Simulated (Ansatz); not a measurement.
## F2: state-averaged CASSCF

Calculated in Ansatz's Gaussian-basis code. State-averaged CASSCF with equal weights; occupations are averaged over the states; levels count from the state that is lowest in CASSCF. CASSCF levels without dynamic correlation can be off by over 1 eV. Solutions may break the symmetry of the shape. No proof that the lowest CASSCF solution was found. The average may hold one member of a degenerate pair alone.

Geometry: bond length 1.8356 Å. A bond is stretched, to 1.61 times the sum of the covalent radii.

Basis cc-pVTZ, nonrelativistic, 2 orbitals frozen in the corrections; active space CAS(10,6). Averaged: 3 singlets.

(1) Give the levels in order.

Same geometry.

Basis cc-pVTZ, nonrelativistic, 2 orbitals frozen in the corrections; active space CAS(10,6). Averaged: 1 singlet, 1 triplet.

(2) Give the levels in order, with their spins.

Same geometry.

Basis cc-pVTZ, nonrelativistic, 2 orbitals frozen in the corrections; active space CAS(2,2). Averaged: 1 singlet, 1 triplet.

(3) Give the levels in order, with their spins.

## Answers

(1) 

```json
{"state": "singlet", "CASSCF (eV)": "0.000"}
{"state": "singlet", "CASSCF (eV)": "1.073"}
{"state": "singlet", "CASSCF (eV)": "1.073"}
```

Occupations: 1.90, 1.90, 1.77, 1.77, 1.64, 1.03.

(2) 

```tsv
state	CASSCF (eV)
singlet	0.000
triplet	0.830
```

Occupations: 2.00, 2.00, 1.86, 1.64, 1.63, 0.87.

(3) 

```tsv
state	CASSCF (eV)
singlet	0.000
triplet	1.321
```

Occupations: 1.26, 0.74.
